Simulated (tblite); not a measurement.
# CH6FN: the cost of one run

Programs: tblite 0.8.0 and PySCF 2.14.0. All values are calculated, for the isolated system unless a continuum is named. Atoms count from 0, parts from 1.

## 1. Starting point

9 atoms, charge 0, multiplicity 1; geometry: rigid parts in contact. Parts: 1 = atoms 0–1, `F`, charge 0; 2 = atoms 2–8, `CN`, charge 0.

## 2. Bringing the parts together with GFN2-xTB

What the job is given:

```
{"job": {"kind": "dock", "xc": "GFN2-xTB", "basis": "xTB"}, "charge": 0, "multiplicity": 1, "parts": [{"atoms": "0-1", "charge": 0, "multiplicity": 1}, {"atoms": "2-8", "charge": 0, "multiplicity": 1}]}
F      0.466151    -0.008564     0.002056
H     -0.466151     0.008564    -0.002056
C     -4.212765    -0.253888    -0.257591
N     -2.847968    -0.132861     0.224717
H     -4.336305    -1.239220    -0.705801
H     -4.889363    -0.175321     0.592662
H     -4.501227     0.503357    -1.001060
H     -2.195315    -0.210442    -0.548274
H     -2.707319     0.776005     0.653891
```

Method: GFN2-xTB search for minima from random contacts, gas phase.

On the command line:

```console
$ OMP_NUM_THREADS=1 python cluster_run.py task.json out
```

This one command runs all jobs of the session in turn.

**Question.** How long does this first job take on 1 thread of Intel Xeon Platinum 8259CL at 2.50GHz, shared host?

About 4.5 s.
